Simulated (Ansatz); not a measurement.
```yaml
crystal:
  periodic: [false, false, false]
  atoms:
    - {symbol: N, position_ang: [-1.071156, -1.458453, 0.864609]}
    - {symbol: C, position_ang: [-0.817516, -0.664301, 0.573483]}
    - {symbol: C, position_ang: [-0.478010, 0.067381, 0.199479]}
    - {symbol: C, position_ang: [0.477893, -0.067404, -0.199606]}
    - {symbol: C, position_ang: [0.700826, 0.664340, -0.668884]}
    - {symbol: N, position_ang: [0.918444, 1.458557, -1.008224]}
    - {symbol: H, position_ang: [-0.989644, 0.268583, -0.244304]}
    - {symbol: H, position_ang: [-0.366026, 0.536541, 0.764457]}
    - {symbol: H, position_ang: [0.426862, -0.625818, -0.764777]}
    - {symbol: H, position_ang: [0.848103, -0.313617, 0.244142]}
basis:
  gaussian: {orbitals: def2-TZVPP, final_grid: {core_spheres: 5, valence_spheres: 4, degree: 11}, nuclear_model: gaussian}
hamiltonian: {xc: {name: B3LYP5}}
```

```sh
$ ansatz run in.yaml --threads 4 --pin off --events-out ev --progress --plain --max-ram 10444MiB
```

Output, abridged:

```
Functional definition: B3LYP5
1266 factors; their error is unknown
mean field evaluation 1: about -7062.5889 eV, gradient 1.6e2 eV
mean field evaluation 2: about -7021.3526 eV, gradient 2.1e2 eV
mean field evaluation 4: about -7103.4821 eV, gradient 2.6e1 eV
mean field evaluation 8: about -7104.7446 eV, gradient 3.7e0 eV
mean field evaluation 16: about -7104.7762 eV, gradient 3.4e-5 eV
mean field -7104.77618057 eV, -261.0957088456 hartree, gradient 3.4e-5 eV, S^2 0.000000; 0 other end points of the search recorded, 0 dependent functions left out
reference -7104.77630783 eV, -261.0957135225 hartree; 21, 21 occupied and 221, 221 virtual orbitals, 1266 factors
Total energy: -7104.77630783 eV, -261.0957135225 hartree
```

In this input the geometry is squeezed to about two thirds of its size. The calculation finished and met its thresholds. The result belongs to that input, not to the molecule as meant.
